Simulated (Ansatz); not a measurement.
# CH₄BO radical: small, medium and large basis sets

One table from this session's results is given with a row withheld; the runs are named, their logs left out.

Computed with Ansatz 0.2.0, Gaussian basis. Level: one geometry, several basis sets.

Levels to be run: PBE0-D4/def2-SVP; ωB97M-V/def2-SVP; PBE0-D4/def2-QZVPP; ωB97M-V/def2-QZVPP; the functionals' def2-TZVPP values are taken from earlier runs.

## Structure used throughout

All runs share one geometry, relaxed beforehand with PBE0-D4 in a triple-zeta def2 set.

SMILES `[BH]OC`, 7 atoms, charge 0, spin multiplicity 2.

Atoms are counted from 1 here; the program's logs count them from 0.

Bond lengths: B1–O2 1.320 Å, B1–H4 1.207 Å, O2–C3 1.426 Å, C3–H5 1.093 Å, C3–H6 1.091 Å, C3–H7 1.091 Å. Angles: O2–B1–H4 124.7°, B1–O2–C3 124.1°, O2–C3–H5 110.9°, O2–C3–H6 108.4°, O2–C3–H7 108.4°, H5–C3–H6 109.9°, H5–C3–H7 109.9°, H6–C3–H7 109.2°.

Set-up of the first run:

in.yaml

```yaml
crystal:
  periodic: [false, false, false]
  atoms:
    - {symbol: B, position_ang: [-1.319622, -1.025731, -0.172923]}
    - {symbol: O, position_ang: [-0.272425, -0.707125, 0.564506]}
    - {symbol: C, position_ang: [0.642169, 0.338582, 0.243899]}
    - {symbol: H, position_ang: [-1.628549, -0.474198, -1.201577]}
    - {symbol: H, position_ang: [0.357826, 0.833967, -0.687585]}
    - {symbol: H, position_ang: [0.642992, 1.059329, 1.062319]}
    - {symbol: H, position_ang: [1.638910, -0.092824, 0.145561]}
basis:
  gaussian: {orbitals: def2-SVP}
magnetization: {spin_polarized: true, initial_magnetization: 1}
hamiltonian: {xc: pbe0, dispersion: d4}
output: {orbitals: {seedname: orbitals}}
```

Steps of the session up to this table: PBE0-D4 in def2-SVP; ωB97M-V in def2-SVP; PBE0-D4 in def2-QZVPP; ωB97M-V in def2-QZVPP.

One table of the session follows, with a row left open; its other results are not shown here.

It belongs to the step «Density functionals: the series». 

```
functional       basis  HOMO (eV)
   PBE0-D4    def2-SVP      -5.35
   PBE0-D4  def2-TZVPP      -5.48
   PBE0-D4  def2-QZVPP          ?
   ωB97M-V    def2-SVP      -7.16
   ωB97M-V  def2-TZVPP      -7.34
   ωB97M-V  def2-QZVPP      -7.36
```

Q: Estimate the row for PBE0-D4, def2-QZVPP from the others.

As computed: HOMO (eV): -5.49. In the column «HOMO (eV)» it lies between ωB97M-V, def2-SVP (-7.16) and PBE0-D4, def2-TZVPP (-5.48).
